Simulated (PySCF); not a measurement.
Compound: C2H3Cl2 (doublet state).
Numbering: `[Cl:1][CH:2][CH2:3][Cl:4]` (hydrogens: H5 on C2; H6, H7 on C3)

Cartesian coordinates in Å at the GFN2-xTB level; atoms count from 1:
```
atom  x, y, z in Å
Cl1   -1.6352    1.2792    0.6589
C2    -0.8524   -0.0130   -0.0943
C3     0.5302   -0.2858    0.1832
Cl4    1.6460    0.7474   -0.9375
H5    -1.3503   -0.4230   -0.9559
H6     0.8182   -1.3039   -0.0625
H7     0.8468    0.0041    1.1809
```

The hyperfine couplings belong to this conformer and change with its torsions.

Theory: UKS B3LYP, pcH-1 on C Cl H, non-relativistic, mean-field spin-orbit, GIAO in PySCF 2.14.0. Geometry: GFN2-xTB, one conformer, isolated molecule. Couplings are sensitive to structure, and on GFN2-xTB geometries they can be far from those on DFT ones. Stability of the SCF solution: not tested.

Task: Give the principal g shifts and their parts.

Result: 
```tsv
Δg (ppt)	1	2	3
relativistic mass correction	-0.21	-0.21	-0.21
gauge correction	-0.01	0.03	0.03
orbital Zeeman/spin–orbit	0.17	5.44	9.95
total	-0.04	5.26	9.77
```

So g = 2.00228, 2.00757, 2.01209 and g_iso = 2.00731; the tensor is rhombic: the two nearest values differ by 46 % of g3 − g1. Axes: g1 points within 12° of the C3–Cl4 bond and g2 points within 15° of the Cl1–C2 bond.

Task: What are the electron Larmor frequencies g μB B/h along the three axes at 340 mT?

Result: 9.5283, 9.5535, 9.5750 GHz for g1, g2 and g3, a range of 46.7 MHz.

Task: What effective moment and Curie constant follow for a powder?

Result: With the mean of g² = 4.0293 and S(S+1) = 0.75: μ_eff = √(⟨g²⟩S(S+1)) = 1.738 μB and χT = 0.12505·⟨g²⟩·S(S+1) = 0.378 cm³ K/mol (cgs; spin-Hamiltonian part alone).

Task: In a frozen sample, at which fields do the three g values resonate at 9.5, 34, 94 and 263 GHz (hyperfine left aside), and which band first spreads them over more than twice a line width of 1.0 mT?

Result: 
```tsv
band	GHz	B(g3) mT	B(g2) mT	B(g1) mT	spread mT
X	9.5	337.34	338.10	338.99	1.65
Q	34.0	1207.31	1210.03	1213.23	5.92
W	94.0	3337.86	3345.37	3354.23	16.37
J	263.0	9338.91	9359.93	9384.70	45.79
```

The spread grows in proportion to the frequency. Q band is the first where it exceeds 2.0 mT.

Largest spin populations (Mulliken): C2 (+0.83), Cl4 (+0.15), Cl1 (+0.11) and C3 (-0.06). The angles at C2 add up to 358.0°, so it is nearly planar; its axial dipolar tensor and the negative coupling of its proton fit spin in a p orbital normal to that plane.

The HOMO–LUMO gaps are 6.48 eV among the α and 5.06 eV among the β orbitals.
